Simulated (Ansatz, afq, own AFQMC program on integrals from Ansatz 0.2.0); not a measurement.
Where AFQMC and coupled cluster stand for Ir⁺, triplet

A free Ir cation.

Basis def2-TZVPP with its core potentials. Noble-gas cores (and the filled d shells of Ga–Kr and In–Xe) are frozen. Integrals, coupled cluster, full CI and functionals: Ansatz 0.2.0; the random walks run on the same integrals in our own AFQMC program. The CISD trial takes its coefficients from CCSD amplitudes. Released means that phaseless walkers are propagated on without the constraint, phases kept. Uncertainties: one standard error, sampling alone. No spin–orbit coupling. The metal's outer-core s and p shells are frozen, which shifts wave-function levels against functionals.

Determinant: UHF, the one that the program's search chose, which needn't be the lowest solution.

No full CI on the walks' own integrals is used here; CCSDT(Q) serves as the reference and is uncertain by about the last step of the cluster series.

Cautions: no spin-orbit coupling; outer-core shells of the metal frozen; another spin lies lower (by 85 meV); the released energies are still falling, so no released level is given (meV from the phaseless value at times in 1/Eh: -3 ± 3 at 0.24, -17 ± 6 at 0.50, -18 ± 4 at 1.00, -21 ± 3 at 1.50).

The T1 diagnostic is 0.0035 and the weight of the determinant in the CISD state is 0.935. The ⟨S²⟩ of the determinant is 2.004 and the size of the correlated space is 8 electrons in 52 orbitals.

```
  level  correlation energy (eV)
    MP2                  -5.4024
   CCSD                  -5.4032
CCSD(T)                  -5.6189
```

(1) Estimate where phaseless AFQMC with the Hartree–Fock trial lies against CCSD(T) on the same integrals.

(1) 1.9 ± 1.9 kJ/mol above CCSD(T). The gap is under twice the noise, so this walk alone can't tell the two apart.

Reference: CCSDT(Q), correlation energy -5.652 eV.

```json
{"level": "CCSD(T)", "E − E(reference) (kJ/mol)": "3.2", "share of correlation (%)": "99.41"}
{"level": "CCSDT", "E − E(reference) (kJ/mol)": "0.5", "share of correlation (%)": "99.91"}
{"level": "ph-AFQMC/HF", "E − E(reference) (kJ/mol)": "5.1 ± 1.9", "share of correlation (%)": "99.06"}
{"level": "ph-AFQMC/CISD", "E − E(reference) (kJ/mol)": "2.6 ± 0.3", "share of correlation (%)": "99.52"}
```
